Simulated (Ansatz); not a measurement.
Diamond, treated with r²SCAN-D4 (Ansatz, a quantum-chemistry and plane-wave program, PAW).

Input file:

Ansatz 0.2 input:
```yaml
crystal:
  lattice:
    - [0.0, 1.7772312628, 1.7772312628]
    - [1.7772312628, 0.0, 1.7772312628]
    - [1.7772312628, 1.7772312628, 0.0]
  atoms:
    - { symbol: C, position: [0.0, 0.0, 0.0] }
    - { symbol: C, position: [0.25, 0.25, 0.25] }
basis:
  ecutwfc: 560
  ecutrho_ratio: 4
  xc_grid: 3
kpoints:
  mp_grid: { grid: [16, 16, 16] }
  band_path:
    path:
      - [0.0, 0.0, 0.0]
      - [0.027778, 0.0, 0.027778]
      - [0.055556, 0.0, 0.055556]
      - [0.083333, 0.0, 0.083333]
      - [0.111111, 0.0, 0.111111]
      - [0.138889, 0.0, 0.138889]
      - [0.166667, 0.0, 0.166667]
      - [0.194444, 0.0, 0.194444]
      - [0.222222, 0.0, 0.222222]
      - [0.25, 0.0, 0.25]
      - [0.277778, 0.0, 0.277778]
      - [0.305556, 0.0, 0.305556]
      - [0.333333, 0.0, 0.333333]
      - [0.361111, 0.0, 0.361111]
      - [0.388889, 0.0, 0.388889]
      - [0.416667, 0.0, 0.416667]
      - [0.444444, 0.0, 0.444444]
      - [0.472222, 0.0, 0.472222]
      - [0.5, 0.0, 0.5]
      - [0.525, 0.05, 0.525]
      - [0.55, 0.1, 0.55]
      - [0.575, 0.15, 0.575]
      - [0.6, 0.2, 0.6]
      - [0.625, 0.25, 0.625]
      - [0.375, 0.375, 0.75]
      - [0.355263, 0.355263, 0.710526]
      - [0.335526, 0.335526, 0.671053]
      - [0.315789, 0.315789, 0.631579]
      - [0.296053, 0.296053, 0.592105]
      - [0.276316, 0.276316, 0.552632]
      - [0.256579, 0.256579, 0.513158]
      - [0.236842, 0.236842, 0.473684]
      - [0.217105, 0.217105, 0.434211]
      - [0.197368, 0.197368, 0.394737]
      - [0.177632, 0.177632, 0.355263]
      - [0.157895, 0.157895, 0.315789]
      - [0.138158, 0.138158, 0.276316]
      - [0.118421, 0.118421, 0.236842]
      - [0.098684, 0.098684, 0.197368]
      - [0.078947, 0.078947, 0.157895]
      - [0.059211, 0.059211, 0.118421]
      - [0.039474, 0.039474, 0.078947]
      - [0.019737, 0.019737, 0.039474]
      - [0.03125, 0.03125, 0.03125]
      - [0.0625, 0.0625, 0.0625]
      - [0.09375, 0.09375, 0.09375]
      - [0.125, 0.125, 0.125]
      - [0.15625, 0.15625, 0.15625]
      - [0.1875, 0.1875, 0.1875]
      - [0.21875, 0.21875, 0.21875]
      - [0.25, 0.25, 0.25]
      - [0.28125, 0.28125, 0.28125]
      - [0.3125, 0.3125, 0.3125]
      - [0.34375, 0.34375, 0.34375]
      - [0.375, 0.375, 0.375]
      - [0.40625, 0.40625, 0.40625]
      - [0.4375, 0.4375, 0.4375]
      - [0.46875, 0.46875, 0.46875]
      - [0.5, 0.5, 0.5]
      - [0.5, 0.479167, 0.520833]
      - [0.5, 0.458333, 0.541667]
      - [0.5, 0.4375, 0.5625]
      - [0.5, 0.416667, 0.583333]
      - [0.5, 0.395833, 0.604167]
      - [0.5, 0.375, 0.625]
      - [0.5, 0.354167, 0.645833]
      - [0.5, 0.333333, 0.666667]
      - [0.5, 0.3125, 0.6875]
      - [0.5, 0.291667, 0.708333]
      - [0.5, 0.270833, 0.729167]
      - [0.5, 0.25, 0.75]
      - [0.5, 0.21875, 0.71875]
      - [0.5, 0.1875, 0.6875]
      - [0.5, 0.15625, 0.65625]
      - [0.5, 0.125, 0.625]
      - [0.5, 0.09375, 0.59375]
      - [0.5, 0.0625, 0.5625]
      - [0.5, 0.03125, 0.53125]
    npoints: 1
hamiltonian:
  xc: r2scan
  dispersion: d4
  pseudopotentials: { kind: paw }
scf:
  occupations: { method: fermi_dirac, width: 0.01 }
  convergence: { dr2_threshold: 0.0000000002 }
output:
  forces: true
  stress: true
  eigenvalues: true
  write_bands: true
```

The run printed, among other lines:

```
Crystal: 2 atoms, lattice volume = 11.227 Å³
Basis set: ecut = 560 eV, 331 PW (Γ), exchange–correlation on 60×60×60 points (27 copies of the dense FFT grid, shifted against one another)
Bands: 8, of which v1, the nominal top of the filled ones, is band 4 counted from 1 (3 counted from 0)
Symmetry: 48 space group operations
Space group: Fd-3m (ITA 227), of the structure as read, at distance tolerance 2.2e-5 Å
k-points: 145 of 4096
Functional: x = r2scan, c = r2scan; τ floored in thin density (d = 2e-4 eV/Å³)
SCF iter   1: F=—  HF=-503.233857 eV  |F-HF|=—  |Δ(HF+E_count)|=         —  Δρ=8.98e-3  dr2=2.43e-3  dr2_τ=3.92e-1
SCF iter   2: F=—  HF=-503.290558 eV  |F-HF|=—  |Δ(HF+E_count)|=   5.67e-2  Δρ=5.66e-3  dr2=9.86e-4  dr2_τ=5.90e-5
  ...
SCF iter   6: F=—  HF=-503.290609 eV  |F-HF|=—  |Δ(HF+E_count)|=   5.98e-8  Δρ=4.16e-6  dr2=5.55e-10  dr2_τ=8.58e-11
SCF iter   7: F=-503.290609 eV  HF=-503.290609 eV  |F-HF|=1.19e-12  |Δ(HF+E_count)|=  5.14e-10  Δρ=2.10e-7  dr2=1.22e-12  dr2_τ=1.75e-13
SCF 1 converged in 7 iterations: F = -503.290609 eV  dr2 = 1.22e-12
SCF converged after 7 iterations
Free energy (F): -503.290609 eV
Internal energy: -503.290609 eV  (E = F + TS)
E sigma→0 (E₀):  -503.290609 eV
Fermi energy:    15.661503 eV
--- Forces (eV/Å), atoms counted from 1 ---
  atom   1  C     -0.00000000    -0.00000000     0.00000000
  atom   2  C     -0.00000000    -0.00000000    -0.00000000
--- Stress (GPa, compression-positive) ---
       -0.000371      -0.000000      -0.000000
        0.000000      -0.000371       0.000000
        0.000000       0.000000      -0.000371
  P = ⅓ Tr σ = -0.0004 GPa (-0.004 kbar)
```

The PAW data were made under PBE.
